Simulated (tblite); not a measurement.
Compound: C4H3NS.
Structure used (GFN2-xTB), in Å, numbered top down from 1:
```xyz
9
C4H3NS angstrom
N     -2.4330   -0.8602    0.9572
C     -1.6219   -0.2202    0.4697
C     -0.5797    0.5577   -0.1580
C      0.5964   -0.3403   -0.4714
C      1.7468   -0.2536    0.1245
S      3.1327   -0.1146    0.8176
H     -0.2797    1.3613    0.5185
H     -0.9759    0.9943   -1.0805
H      0.4279   -1.1183   -1.2027
```

Level: GFN2-xTB in tblite, geometry and Hessian alike; calculated harmonic values, unscaled, isolated species. The method is semi-empirical: single wavenumbers can be off by several per cent or more. One conformer, not necessarily the lowest.

Harmonic wavenumbers (cm⁻¹): 36.2, 132.3, 181.3, 312.6, 372.9, 458.6, 519.9, 623.6, 816.3, 925.1, 974.0, 1075.2, 1104.8, 1205.9, 1260.9, 1405.7, 1895.6, 2410.8, 2940.4, 2978.8, 3049.5.

A = 11192, B = 1142, C = 1093 MHz; mass 96.999 u (most abundant isotopes); point group C1, symmetry number 1.

Task: What is the zero-point energy?

Result: Half the sum of the wavenumbers: 12340 cm⁻¹ = 35.28 kcal/mol.

Task: Give the ideal-gas entropy at 298.15 K and 1 bar in the rigid-rotor, harmonic-oscillator model (classical rotation).

Result: Translation 39.65, rotation 27.53, vibration 15.54: S = 82.7 cal/(mol K).

Task: And Cp and H(298.15 K) − H(0)?

Result: Cp = 22.99 cal/(mol K), of which vibrations give 15.04 (their classical limit is 21 R = 41.7); H(298.15 K) − H(0) = 4.72 kcal/mol without the zero-point energy, 2.35 from vibrations.

Task: What must be added to the electronic energy to get the Gibbs energy at 298.15 K and 1 bar?

Result: ZPE + [H(298.15 K) − H(0)] − T·S = 35.28 + 4.72 − 24.66 = 15.34 kcal/mol.

Task: Which modes carry the vibrational entropy at 298.15 K?

Result: 36.2 cm⁻¹: 5.46; 132.3 cm⁻¹: 2.91; 181.3 cm⁻¹: 2.31; 312.6 cm⁻¹: 1.35; 372.9 cm⁻¹: 1.07; 458.6 cm⁻¹: 0.77 cal/(mol K); the other 15 give 1.67 together.

Hindered rotation and anharmonicity are outside this model. Other conformers, if any are populated, would add a mixing term that is left out. The structure is chiral; the term R ln 2 for an equal mix with its mirror image is left out.

Run on one thread of an Arm Neoverse V2, no GPU, on a shared host. The figure is for the frequency step alone.
